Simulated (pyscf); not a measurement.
Thermochemistry of product channels of `[SiH3][SiH2][Ge]([Cl])([Cl])[Cl]` + `[FH]` on the singlet surface, in eV, from ωB97M-D3(BJ)/def2-TZVP energies (ideal gas, 1 atm, RRHO with modes under 100 cm⁻¹ raised to 100, one conformer, R ln 2 for chiral ones without a mode under 150 cm⁻¹). Structures and frequencies: ωB97X-D3(BJ)/def2-SVP in PySCF.

```json
[
 {"products": "`[Cl][GeH]([Cl])[Cl]` + `[F][SiH2][SiH3]`", "ΔE": "[?]", "ΔH(298 K)": "-0.98", "ΔG(298 K)": "-1.05", "ΔG(900 K)": "-1.13"},
 {"products": "`[F][Ge]([Cl])([Cl])[Cl]` + `[SiH3][SiH3]`", "ΔE": "-0.28", "ΔH(298 K)": "-0.34", "ΔG(298 K)": "-0.36", "ΔG(900 K)": "-0.35"}
]
```

Problem. Some entries are withheld; supply them.

Solution. 
- `[Cl][GeH]([Cl])[Cl]` + `[F][SiH2][SiH3]`, ΔE: -0.94

These are energies of the channels, which say nothing of barriers. H₃Si–SiH₂–Ge(Cl)(Cl)–Cl lies 0.83 eV over its isomer H₃Si–GeH₂–Si(Cl)(Cl)–Cl (electronic energy, ωB97M-D3(BJ)/def2-TZVP). Elements up to Kr have no core potential and no relativistic terms here.
